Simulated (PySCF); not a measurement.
Geometry (Å), atoms numbered from 1 in this order:
```xyz
10

C     0.6613    0.8342   -0.0694
C    -0.6975    0.7848    0.1877
C    -1.2861   -0.4813    0.2138
N    -0.6104   -1.6074    0.0066
N     0.6814   -1.5606   -0.2381
C     1.3055   -0.3873   -0.2774
H     1.2126    1.7763   -0.1100
H    -1.2901    1.6855    0.3632
H    -2.3555   -0.6078    0.4098
H     2.3788   -0.4364   -0.4862
```

PySCF calculation with B3LYP/pcJ-1 coupling constants (spin–dipole term only in couplings to heteroatoms), shieldings: GIAO PBE0/pcSseg-1 and PBE0-D3(BJ)/def2-SVP geometry; single conformer, no solvent, one averaged value for each set of equivalent atoms, non-relativistic Hamiltonian.

δ = σ(ref) − σ, references computed at the same level: TMS for 1H (σref 31.27).

The spectrum was simulated from the full spin Hamiltonian at 400 MHz with 0.8 Hz Lorentzian lines, from shifts rounded to 0.01 ppm and J to 0.1 Hz, couplings under 1 Hz left out.

(1) List the maxima of its 1H spectrum with integrals.

(2) Summarise it as multiplets with assignments.

Results:

(1) 
Maxima in ppm (height), grouped by integral:
2H: 9.417 (2), 9.410 (4), 9.399 (88), 9.391 (100), 9.389 (99), 9.381 (90), 9.370 (4), 9.363 (2)
2H: 7.237 (2), 7.230 (4), 7.219 (90), 7.211 (99), 7.209 (100), 7.201 (88), 7.190 (4), 7.183 (2)

(2) 1H NMR (400 MHz, computed): δ 9.39 (m, 2H, H9/H10), 7.21 (m, 2H, H7/H8). These are first-order names; overlap and second-order distortion can hide them in the list.

Multiplet labels drop couplings under 1 Hz and merge nearly equal ones. Couplings among chemically equivalent protons are left out too, so labels in AA′BB′ or AA′XX′ sets are apparent multiplicities. Unscaled 3J(H,H) at this level run about 9 % above measured values.
